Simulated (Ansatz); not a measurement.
# AlH₃O (triplet): wave-function methods side by side at distance Al1–H4 along a hydrogen transfer = 1.586 Å, cc-pVDZ

The task here is to estimate one member of a computed series from the others.

The runs use Ansatz 0.2.0, Gaussian basis; cc-pVDZ, core rule «outside noble gas», up to 6 orbitals frozen.

Plan: UHF; CCSD(T) on ROHF; CCSD(T) on UHF; BCCD(T) on ROHF; CISD; CCSDT(Q) on ROHF; CCSDT(Q) on UHF; CASSCF and MRCISD+Q, 4 electrons in 4 orbitals; CASSCF and NEVPT2, 4 electrons in 4 orbitals.

13 further runs of the same task are left out: 9 for a known fault of the program, 1 for a mislabelled method, 3 that didn't finish.

## The system

The geometry derives from fragments relaxed apart (PBE0/def2-TZVP) and kept rigid, so it is no stationary point. A hydrogen atom is moved between rigid fragments.

5 atoms, charge 0, spin multiplicity 3.

Atoms are counted from 1 here; the program's logs count them from 0.

Bond lengths: Al1–H2 1.586 Å, Al1–H3 1.586 Å, Al1–H4 1.586 Å. Angles: H2–Al1–H3 120.0°, H2–Al1–H4 120.0°, H3–Al1–H4 120.0°.

Set-up of the first run:

Contents of in.yaml:

```yaml
crystal:
  periodic: [false, false, false]
  atoms:
    - {symbol: Al, position_ang: [-1.031159, 0.000000, 0.000000]}
    - {symbol: H, position_ang: [-1.824083, 1.373384, 0.000000]}
    - {symbol: H, position_ang: [-1.824083, -1.373384, 0.000000]}
    - {symbol: H, position_ang: [0.554688, 0.000000, 0.000000]}
    - {symbol: O, position_ang: [1.933841, 0.000000, 0.000000]}
basis:
  gaussian: {orbitals: cc-pVDZ}
magnetization: {spin_polarized: true, initial_magnetization: 2}
hamiltonian: {xc: hf}
output: {orbitals: {seedname: orbitals}}
```

On the command line:

```console
$ ansatz run in.yaml --threads 1 --pin off --events-out ev --progress --plain --max-ram 2393MiB
```

Steps of the session up to this table: UHF; CCSD(T) on ROHF; CCSD(T) on UHF; BCCD(T) on ROHF; CISD; CCSDT(Q) on ROHF; CCSDT(Q) on UHF; CASSCF and MRCISD+Q, 4 electrons in 4 orbitals; CASSCF and NEVPT2, 4 electrons in 4 orbitals.

One of the session's tables, all rows but one given; the rest of the session is left out.

| method | from UCCSDT(Q) (kJ/mol) |
| --- | --- |
| ROHF | +664.9 |
| UHF | +637.9 |
| RMP2 | +120.7 |
| UMP2 | +119.2 |
| CISD | +60.5 |
| RCCSD | +12.6 |
| UCCSD | +12.1 |
| RCCSD(T) | +3.1 |
| UCCSD(T) | +3.0 |
| BCCD(T) | +3.2 |
| RCCSDT | +0.9 |
| UCCSDT | +0.8 |
| RCCSDT(Q) | ? |
| UCCSDT(Q) | 0 |
| CASSCF pair | +611.8 |
| NEVPT2 pair | +109.5 |
| MRCISD pair | +52.3 |
| MRCISD+Q pair | +7.0 |

**Question.** Estimate the row for RCCSDT(Q).

The run gave: from UCCSDT(Q) (kJ/mol): +0.1. In the column «from UCCSDT(Q) (kJ/mol)» it lies between UCCSDT(Q) (0) and UCCSDT (+0.8).

Among the levels timed on like hardware and quicker than the yardstick, those that no quicker one beats, quickest first: NEVPT2 pair (1.5 s, +109.5 kJ/mol); MRCISD+Q pair (1.7 s, +7.0 kJ/mol); BCCD(T) (3.7 s, +3.2 kJ/mol); UCCSD(T) (4.8 s, +3.0 kJ/mol).

Caveats from the session: Of the multireference levels listed MRCISD+Q pair comes nearest in total energy (+7.0 kJ/mol), which doesn't show that its space is the better one. Restricted and unrestricted rows rest on different reference determinants; where their highest levels disagree by more than a few hundredths of an eV, they describe different states and don't form one ladder.
